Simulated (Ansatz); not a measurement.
# C₃H₆O₃: one species, many methods

Aim: compute C₃H₆O₃ with functionals from several rungs and with coupled cluster. The yardstick is the atomisation energy at the CCSD(T) limit.

Computed with Ansatz 0.2.0, Gaussian basis. Level: functionals in def2-TZVPP, the program's frozen cores in correlated methods.

Levels to be run: PBE-D4, r2SCAN-D4, PBE0-D4, B3LYP-D4, ωB97X-V, ωB97M-V, B2PLYP; CCSD(T)/def2-TZVPP; MP2/def2-QZVPP; extrapolation to the limit.

## 1. The relaxed structure

The geometry comes from an earlier relaxation with PBE0-D4 in a triple-zeta def2 set; it is a stationary point, not always the lowest conformer.

SMILES `COCC(=O)O`, 12 atoms, charge 0, spin multiplicity 1.

Atoms are counted from 1 here; the program's logs count them from 0.

Bond lengths: C1–O2 1.407 Å, C1–H7 1.096 Å, C1–H8 1.089 Å, C1–H9 1.098 Å, O2–C3 1.388 Å, C3–C4 1.517 Å, C3–H10 1.094 Å, C3–H11 1.099 Å, C4–O5 1.200 Å, C4–O6 1.338 Å, O6–H12 0.968 Å. Angles: O2–C1–H7 111.8°, O2–C1–H8 107.1°, O2–C1–H9 111.0°, H7–C1–H8 108.8°, H7–C1–H9 109.0°, H8–C1–H9 109.0°, C1–O2–C3 113.5°, O2–C3–C4 116.7°, O2–C3–H10 107.6°, O2–C3–H11 112.5°, C4–C3–H10 105.9°, C4–C3–H11 106.5°, H10–C3–H11 107.1°, C3–C4–O5 122.8°, C3–C4–O6 113.8°, O5–C4–O6 123.4°, C4–O6–H12 106.2°.

## 2. PBE-D4 (GGA)

Contents of in.yaml:

```yaml
crystal:
  periodic: [false, false, false]
  atoms:
    - {symbol: C, position_ang: [0.293049, -1.578008, 0.504806]}
    - {symbol: O, position_ang: [0.446181, -0.894372, -0.714892]}
    - {symbol: C, position_ang: [0.691508, 0.463149, -0.562045]}
    - {symbol: C, position_ang: [-0.496317, 1.332463, -0.196441]}
    - {symbol: O, position_ang: [-0.386461, 2.487764, 0.110375]}
    - {symbol: O, position_ang: [-1.672654, 0.701152, -0.280290]}
    - {symbol: H, position_ang: [-0.589758, -1.234709, 1.056042]}
    - {symbol: H, position_ang: [0.170418, -2.633994, 0.266692]}
    - {symbol: H, position_ang: [1.180921, -1.455834, 1.139566]}
    - {symbol: H, position_ang: [1.058659, 0.843575, -1.520035]}
    - {symbol: H, position_ang: [1.470143, 0.667678, 0.185858]}
    - {symbol: H, position_ang: [-2.347890, 1.355836, -0.050437]}
basis:
  gaussian: {orbitals: def2-TZVPP}
hamiltonian: {xc: pbe, dispersion: d4}
output: {forces: true, orbitals: {seedname: orbitals}}
```

Launch:

```sh
$ ansatz run in.yaml --threads 4 --pin off --events-out ev --progress --plain --max-ram 10444MiB
```

Further steps of the session: r2SCAN-D4 (meta-GGA); PBE0-D4 (hybrid); B3LYP-D4 (hybrid); ωB97X-V (range-separated); ωB97M-V (range-separated); B2PLYP (double hybrid); CCSD(T) in def2-TZVPP; MP2 in def2-QZVPP.

Before running them: what should the planned runs give, taken together? Wanted: atomisation energy, CCSD(T)/CBS; farthest; mean size of error, hybrid; mean size of error, range-separated; gap, smallest and largest; T1 diagnostic; triples share of the correlation energy.

The runs gave:

```
                               quantity                                 value
        atomisation energy, CCSD(T)/CBS                       1180.8 kcal/mol
functionals within 5.9 kcal/mol (0.5 %)   PBE0-D4, B3LYP-D4, ωB97X-V, ωB97M-V
                               farthest               PBE-D4 (+41.7 kcal/mol)
             mean size of error, hybrid                          3.5 kcal/mol
    mean size of error, range-separated                          3.9 kcal/mol
              gap, smallest and largest  4.94 eV (PBE-D4), 12.56 eV (ωB97X-V)
                          T1 diagnostic                                0.0138
triples share of the correlation energy                                 3.9 %
```

In words: PBE-D4 misses by +41.7 kcal/mol. Double hybrids carry the basis error of their MP2 part in triple zeta, and no dispersion term here, so their miss is partly the set-up's. The reference freezes the cores and leaves out relativity and excitations past (T), so misses under about 5.9 kcal/mol can't be ranked. Hartree-Fock recovers 69 % of the binding; the rest is correlation. Orbital gaps span 4.9 to 12.6 eV; exact exchange widens them.
